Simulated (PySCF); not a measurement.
C₄H₁₂Si.
Atom-mapped SMILES: `[CH3:1][Si:2]([CH3:3])([CH3:4])[CH3:5]` (hydrogens: H6, H7, H8 on C1; H9, H10, H11 on C3; H12, H13, H14 on C4; H15, H16, H17 on C5)

Structure used (PBE0-D3(BJ)/def2-TZVP), in Å, numbered top down from 1:
```
atom  x, y, z in Å
C1     0.3776   -1.4846   -1.0799
Si2   -0.0003    0.0012    0.0001
C3    -0.2130    1.5204   -1.0790
C4    -1.5809   -0.3113    0.9604
C5     1.4147    0.2781    1.1998
H6    -0.4309   -1.6708   -1.7921
H7     0.5056   -2.3886   -0.4783
H8     1.2968   -1.3329   -1.6522
H9    -0.4342    2.4046   -0.4749
H10   -1.0354    1.3885   -1.7874
H11    0.6929    1.7280   -1.6547
H12   -2.4244   -0.4837    0.2863
H13   -1.4828   -1.1912    1.6022
H14   -1.8321    0.5401    1.5983
H15    1.5646   -0.5957    1.8396
H16    2.3515    0.4673    0.6690
H17    1.2194    1.1363    1.8484
```

All values: wB97X-D/pcSseg-2 (PySCF, non-relativistic), on one gas-phase PBE0-D3(BJ)/def2-TZVP geometry that isn't relaxed in the solvent. The solvent is an IEF-PCM continuum (van der Waals radii × 1.2). The model holds no explicit solvent molecules, cavitation or dispersion.

Gas phase at wB97X-D/pcSseg-2: HOMO -10.20 eV, LUMO 2.03 eV, dipole 0.00 D.

What does the continuum do to the energy, the frontier levels and the dipole at wB97X-D/pcSseg-2 in chloroform?

```
   solvent      ε  E(solvent) − E(gas) (kcal/mol)  polarisation term (kcal/mol)  distortion of the solute (kcal/mol)  HOMO (eV)  LUMO (eV)  dipole (D)
chloroform  4.711                           -0.96                         -0.99                                 0.03     -10.10       2.16        0.00
```

The first energy column is the sum of the next two and covers electrostatics alone. Charge and dipole vanish, so a point-dipole model would give no lowering at all.

The pairwise dispersion term of wB97X-D wasn't added to the energies; at a given geometry it leaves orbitals and properties as they are.
